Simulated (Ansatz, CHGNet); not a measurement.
# Elastic constant C11 of rock-salt HfN: levels of theory against measurement

Reference value: 679 GPa (measured, temperature not stated, no zero-point or thermal correction; as tabulated in Wu et al. (2005), arXiv:cond-mat/0412374).

```csv
level (code),value (GPa),cell (Å³/atom)
CHGNet 0.3.0,284,11.64
LDA+SOC (Ansatz),(withheld),11.13
PBE (Ansatz),(withheld),11.76
PBEsol+SOC (Ansatz),628,11.38
RPBE (Ansatz),(withheld),11.96
PBE-D3(BJ) (Ansatz),614,11.52
r²SCAN (Ansatz),608,11.58
r²SCAN+SOC (Ansatz),606,11.57
HSE06 (Ansatz),623,11.54
```

Question: Fill in the missing entries.

Answer: 
- LDA+SOC (Ansatz, an electronic-structure program), value (GPa): 672
- PBE (Ansatz), value (GPa): 570
- RPBE (Ansatz), value (GPa): 535

Differences against the reference: CHGNet 0.3.0 -58 %, LDA+SOC -1.0 %, PBE -16.1 %, PBEsol+SOC -7.5 %, RPBE -21 %, PBE-D3(BJ) -9.6 %, r²SCAN -10.5 %, r²SCAN+SOC -10.8 %, HSE06 -8.2 %.

The reference's temperature isn't stated, so close values are not ranked against it. Off by more than 25 %, or 35 % on the side where a correction would as a rule narrow the miss (bounds picked here): CHGNet 0.3.0 (-58 %).

The measured value isn't corrected to a static lattice, so vibrations enter the comparison. A static lattice is as a rule stiffer than a warm one, by over a tenth in soft solids.  Density-functional levels without +SOC have no spin–orbit coupling. PBE-D3(BJ): the dispersion coefficients are held fixed in the derivatives. HSE06: hybrids on metals are sensitive to the k mesh. HSE06: the run warned that the count of filled bands differs between k points. Each level is taken at its own relaxed cell. Cutoffs and k meshes differ between the levels. Ansatz's density-functional and Hartree–Fock values are scalar-relativistic unless marked +SOC, with PAW data made under PBE.

Machine-learned potentials (CHGNet 0.3.0) are trained on DFT data: a solid inside that data is no test of them.

Differences are worked out from the printed values.
